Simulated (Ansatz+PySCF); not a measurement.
Two shapes of singlet C₄H₈.

Shape 1:

```xyz
12

C     0.0000   -0.6611   -0.6697
C     0.0000   -0.6611    0.6697
C     0.0000    0.5196   -1.5851
C     0.0000    0.5196    1.5851
H     0.0000   -1.6390   -1.1670
H     0.0000   -1.6390    1.1670
H     0.0000    1.4788   -1.0491
H     0.8826    0.5045   -2.2469
H    -0.8826    0.5045   -2.2469
H     0.0000    1.4788    1.0491
H    -0.8826    0.5045    2.2469
H     0.8826    0.5045    2.2469
```

Shape 2:

```xyz
12

C     0.0201   -0.6182   -0.6857
C    -0.0212   -0.6244    0.6962
C    -0.0072    0.5691   -1.5860
C    -0.0204    0.5497    1.6195
H     0.0199   -1.6834   -1.1783
H    -0.0341   -1.6664    1.1428
H     0.0076    1.4827   -1.0983
H     0.9223    0.5328   -2.2357
H    -0.8749    0.4615   -2.2711
H    -0.0227    1.4691    1.0925
H    -0.8685    0.4990    2.2945
H     0.8544    0.5031    2.2056
```

Basis set: def2-SVP (spherical functions). Correlated methods keep 4 orbitals frozen. Charge 0, multiplicity 1.

Computed with Ansatz (development build ahead of 0.2.0); each method stands on the lowest determinant of its kind that the runs found.

Which shape is lower in energy, and by how much in each method?

| method | E(2) − E(1) (eV) |
| --- | --- |
| RHF | 0.430 |
| RHF-MP2 | 0.363 |
| PBE (restricted) | 0.354 |
| PBE0 (unrestricted) | 0.382 |
| ωB97X (restricted) | 0.391 |

Shape 1 is lower.
